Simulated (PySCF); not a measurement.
# SiHCl: triplet, from a bent start

Where does triplet SiHCl go from a bent start, is the end point a minimum, and what are its modes, charges and moments?

The runs use PySCF 2.14.0; PBE0, basis Si def2-TZVP, H def2-TZVP, Cl def2-TZVP, no relativity, density fitting.

### Step 1. Starting geometry

3 atoms, charge 0, spin multiplicity 3.

Bond lengths: Si1–H2 1.480 Å, Si1–Cl3 2.150 Å. Angles: H2–Si1–Cl3 110.0°.

Z-matrix (Å, degrees; charge 0 multiplicity 3):
```
Si
H  1 1.4800
Cl 1 2.1500 2 110.00
```

### Step 2. First SCF at the start

The steps below are one call of a driver around PySCF. For each, scf.py gives the equivalent set-up of the SCF; relaxations use the driver's own optimiser. After this first run the driver tries any further starts and a stability analysis.

Contents of scf.py:

```python
from pyscf import gto, scf, dft
mol = gto.M(atom='''
Si     0.000000     0.000000     0.000000
H     -1.212300     0.000000     0.848900
Cl     1.761200     0.000000     1.233200''',
    basis={'Si': 'def2-TZVP', 'H': 'def2-TZVP', 'Cl': 'def2-TZVP'},
    charge=0, spin=2)
mf = dft.UKS(mol, xc='PBE0')
mf.grids.atom_grid = (50, 194)
aux = {'Si': 'def2-universal-JKFIT', 'H': 'def2-universal-JKFIT', 'Cl': 'def2-universal-JKFIT'}
mf = mf.density_fit(auxbasis=aux)
mf.conv_tol = 1e-08
mf.diis_space = 10
mf.max_cycle = 60
mf.init_guess = 'minao'
mf.verbose = 4
mf.kernel()
```

Run with:

```sh
OMP_NUM_THREADS=2 python axn.py task.json out
```

The log of the run:

```text
init E= -749.950067252914
[... the frontier-level lines of each cycle are left out ...]
cycle= 1 E= -749.950525560931  delta_E= -0.000458  |g|= 0.189  |ddm|= 1.09
cycle= 2 E= -749.929332207562  delta_E= 0.0212  |g|= 0.277  |ddm|= 0.496
cycle= 3 E= -749.977114503395  delta_E= -0.0478  |g|= 0.0252  |ddm|= 0.265
cycle= 4 E= -749.977519366646  delta_E= -0.000405  |g|= 0.00741  |ddm|= 0.0302
cycle= 5 E= -749.977589651195  delta_E= -7.03e-05  |g|= 0.00275  |ddm|= 0.0183
cycle= 6 E= -749.977598382334  delta_E= -8.73e-06  |g|= 0.000963  |ddm|= 0.00469
cycle= 7 E= -749.97759991308  delta_E= -1.53e-06  |g|= 0.00035  |ddm|= 0.00236
cycle= 8 E= -749.977600124976  delta_E= -2.12e-07  |g|= 8.27e-05  |ddm|= 0.00102
cycle= 9 E= -749.977600135542  delta_E= -1.06e-08  |g|= 2.53e-05  |ddm|= 0.000223
cycle= 10 E= -749.97760013626  delta_E= -7.18e-10  |g|= 9.43e-06  |ddm|= 5.8e-05
Extra cycle  E= -749.977600136305  delta_E= -4.59e-11  |g|= 7.86e-06  |ddm|= 1.62e-05
converged SCF energy = -749.977600136305  <S^2> = 2.0035217  2S+1 = 3.0023469
```

This step, with its further starts and checks, took 9.5 s on 2 threads of Intel Xeon Platinum 8259CL at 2.50GHz (Skylake/Cascade Lake), shared host.

Energies from each starting density:

| start | energy (Eh) |
| --- | --- |
| the minimal-basis guess | -749.977600 |
| a thermally smeared density | -749.977600 |
| a smeared PBE density | -749.977600 |

No lower solution of this spin turned up from the other starts or in the test of internal stability.

### Step 3. Relaxing the triplet from the bent start

The program finds Cs symmetry in the start, which this walk keeps.

Edit scf.py of step 2 so:

```diff
@@ -3,3 +3,3 @@
-Si     0.000000     0.000000     0.000000
-H     -1.212300     0.000000     0.848900
-Cl     1.761200     0.000000     1.233200''',
+Si    -0.943893     0.000000    -0.687672
+H     -2.156193     0.000000     0.161228
+Cl     0.817307     0.000000     0.545528''',
@@ -15 +14,0 @@
-mf.init_guess = 'minao'
```

The optimiser's trace:

| step | energy (Eh) | change (kJ/mol) | largest symmetric gradient (Eh/bohr) |
| --- | --- | --- | --- |
| 0 | -749.977600 | 0.00 | 0.02678 |
| 1 | -749.980911 | -8.69 | 0.00418 |
| 2 | -749.981002 | -8.93 | 0.00159 |
| 3 | -749.981008 | -8.95 | 0.00012 |
| 4 | -749.981008 | -8.95 | 0.00003 |

The walk took 7.8 s.

Positions (Å) and forces (eV/Å) along the way:

```
step 0
Si  -0.944   0.000  -0.688   1.378   0.000   0.926
H   -2.156   0.000   0.161  -0.269   0.000  -0.014
Cl   0.817   0.000   0.546  -1.110   0.000  -0.912
step 1
Si  -0.908   0.000  -0.641   0.215   0.000   0.201
H   -2.175   0.000   0.146  -0.028   0.000  -0.036
Cl   0.800   0.000   0.514  -0.187   0.000  -0.165
step 2
Si  -0.901   0.000  -0.627  -0.082   0.000  -0.025
H   -2.182   0.000   0.140   0.019   0.000  -0.015
Cl   0.800   0.000   0.506   0.063   0.000   0.040
step 3
Si  -0.902   0.000  -0.627  -0.005   0.000   0.006
H   -2.182   0.000   0.139   0.005   0.000  -0.005
Cl   0.802   0.000   0.507  -0.001   0.000  -0.001
step 4
Si  -0.903   0.000  -0.627  -0.001   0.000   0.002
H   -2.183   0.000   0.139   0.002   0.000  -0.001
Cl   0.802   0.000   0.507   0.000   0.000   0.000
```

End point (Cs, 4 steps, 8.9 kJ/mol gained): Si–Cl 2.047 Å, Si–H 1.492 Å; Cl–Si–H 115.5°.

### Step 4. Vibrations and properties at this point

On the finer grid the gradient is checked again; gradients at displacements of ±0.02 bohr then give force constants and infrared intensities.

Edit scf.py of step 3 so:

```diff
@@ -3,3 +3,3 @@
-Si    -0.943893     0.000000    -0.687672
-H     -2.156193     0.000000     0.161228
-Cl     0.817307     0.000000     0.545528''',
+Si    -0.912157     0.000000    -0.631699
+H     -2.192142     0.000000     0.133742
+Cl     0.793117     0.000000     0.501651''',
@@ -9 +9 @@
-mf.grids.atom_grid = (50, 194)
+mf.grids.atom_grid = (75, 302)
@@ -12 +12 @@
-mf.conv_tol = 1e-08
+mf.conv_tol = 1e-10
```

This SCF starts from the last density.

SCF at the final geometry:

```text
init E= -749.981016841667
[... the frontier-level lines of each cycle are left out ...]
cycle= 1 E= -749.981016841668  delta_E= -9.09e-13  |g|= 3.6e-07  |ddm|= 9.01e-07
Extra cycle  E= -749.981016841666  delta_E= 1.59e-12  |g|= 3.2e-07  |ddm|= 5.46e-07
converged SCF energy = -749.981016841666  <S^2> = 2.0033374  2S+1 = 3.0022241
```

The whole step took 40 s.

Geometry: Cs; Si–Cl 2.048 Å, Si–H 1.491 Å; Cl–Si–H 115.5°.

Harmonic modes (main isotopes):

```
symmetry  ω (cm⁻¹)  IR (km/mol)     type
      a'       554         51.4  stretch
      a'       641         39.6     bend
      a'      2153         24.0  stretch
```

All wavenumbers are real: a minimum.

Properties at this point:

```
Dipole moment                                                   : 0.94 D
Highest occupied level                                          : -5.51 eV
Lowest empty level                                              : -3.76 eV
Rotational constants                                            : 9.845, 0.2465, 0.2405 cm⁻¹
Zero-point energy                                               : 20.0 kJ/mol
Principal polarisabilities                                      : 31.8, 34.2, 51.8 bohr³
Atomisation energy without zero-point energy                    : 612 kJ/mol
Principal traceless quadrupole moments about the centre of mass : -2.53, 0.58, 1.95 D Å
Entropy at 298.15 K and 1 bar (electronic part: spin only)      : 259.7 J/(mol K)
Heat capacity Cp at 298.15 K                                    : 42.0 J/(mol K)
Enthalpy at 298.15 K above 0 K                                  : 10.77 kJ/mol
Rotational symmetry number                                      : 1
Spin squared ⟨S²⟩                                               : 2.003
```

Populations by atom (charges in e):

| atom | Mulliken | Löwdin | polar tensor | spin (Mulliken) | Mayer order to Si1 |
| --- | --- | --- | --- | --- | --- |
| Si1 | 0.13 | -0.19 | 0.51 | 1.71 | – |
| H2 | 0.06 | -0.03 | -0.08 | 0.14 | 0.91 |
| Cl3 | -0.19 | 0.21 | -0.43 | 0.14 | 1.21 |

Mulliken populations on Si1: s 5.42, p 8.22, d 0.20, f 0.03.

### Step 5. Results

```
                                          quantity                                        value
                                           minimum                                  triplet, Cs
                                          geometry  Si–Cl 2.048 Å, Si–H 1.491 Å; Cl–Si–H 115.5°
                                wavenumbers (cm⁻¹)                554 (a'), 641 (a'), 2153 (a')
                                     dipole moment                                       0.94 D
highest occupied, lowest empty level (either spin)                              -5.51, -3.76 eV
                        polar-tensor charge of Si1                                      +0.51 e
                                 zero-point energy                                  20.0 kJ/mol
                               entropy at 298.15 K                              259.7 J/(mol K)
         atomisation energy (no zero-point energy)                                   612 kJ/mol
                                              ⟨S²⟩                                        2.003
```

The molecule stays Cs, as typed, and the end point is a minimum. In the infrared the band at 554 cm⁻¹ (a', stretch) leads. Most of the spin sits on Si1 (Mulliken spin 1.71, against 2 for the whole molecule). Other starts or spin states, not run here, may lie lower.

The search up to here took 57 s.
